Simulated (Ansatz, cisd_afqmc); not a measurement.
System: SiH2, charge 0, singlet. SiH2 (SMILES [SiH2]).
B3LYP-D3(BJ)/def2-TZVP minimum from Ansatz (a first-principles code):
```xyz
3

Si     0.0052     0.0009     0.1327
H     -0.0342     1.0849    -0.9366
H     -0.0389    -1.0973    -0.9218
```

Total energies in cc-pV(D+d)Z, 6 correlated electrons, 5 frozen orbitals. UHF or UKS for unpaired electrons; spin-orbit terms are left out. Cores are frozen in correlated methods. No relativity. The Monte Carlo rows (phaseless AFQMC, CISD trial, step 0.005/hartree) carry one-sigma bars that omit the constraint's bias. Outlying blocks are dropped, and bars are widened where a walk drifts. Over all cases where full CI ran beside it in this data, AFQMC minus full CI had a median of +0.1 mEh and passed +0.4 mEh in a tenth of the cases. The restricted determinant of H2Si ([SiH2], singlet) is unstable towards broken spin symmetry in at least one set run.

```csv
method,program,energy (Eh),error against FCI (mEh)
HF,Ansatz,-290.02184,120.55
MP2,Ansatz,-290.11045,31.95
CCSD,Ansatz,-290.13935,3.05
CCSD(T),Ansatz,-290.14165,0.74
CCSDT(Q),Ansatz,-290.14237,0.02
CCSDTQ,Ansatz,-290.14239,0.00
AFQMC/CISD,cisd_afqmc,-290.1420 ± 0.0001,0.4 ± 0.1
FCI,Ansatz,-290.14239,0.00
```

Rough core times of Ansatz's runs on a shared machine: CCSD(T) under 20 s, CCSDT(Q) under 20 s, CCSDTQ 20 s, FCI under 20 s.
